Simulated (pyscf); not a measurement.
Elementary routes open to `[CH3][GaH][CH3]` + `[ClH]` in the gas phase (singlet surface):
A. `[CH4]` + `[CH3][GaH][Cl]` (C–Ga, Cl–H broken; C–H, Cl–Ga formed)
B. `[CH3][Ga]([CH3])[Cl]` + `[H][H]` (Ga–H, Cl–H broken; Cl–Ga, H–H formed)

PySCF, gas phase, ωB97X-D3(BJ)/def2-SVP geometries.

Rank the routes by free-energy barrier at 1200 K, lowest first, for ωB97M-D3(BJ)/def2-TZVP energies (ideal gas, 1 atm, RRHO with modes under 100 cm⁻¹ raised to 100, one conformer, R ln 2 for chiral ones without a mode under 150 cm⁻¹).

B (175.7 kJ/mol), A (196.4 kJ/mol)

Route B is the fastest of these, ahead of the next by 20.6 kJ/mol. The most stable products are those of A (ΔG = -134.0 kJ/mol), whose barrier is 20.6 kJ/mol higher: the kinetic and the thermodynamic product differ. At 298 K B is still the fastest. A: On the reactant side the descent ends in a complex, 27.0 kJ/mol under the separated species and 42.7 kJ/mol under the saddle at ωB97X-D3(BJ)/def2-TZVP. B: On the reactant side the descent ends in a complex, 27.7 kJ/mol under the separated species and 23.8 kJ/mol under the saddle at ωB97X-D3(BJ)/def2-TZVP. Only these routes are compared; each barrier is that of the saddle found, and lower ones may exist. Elements up to Kr have no core potential and no relativistic terms here.
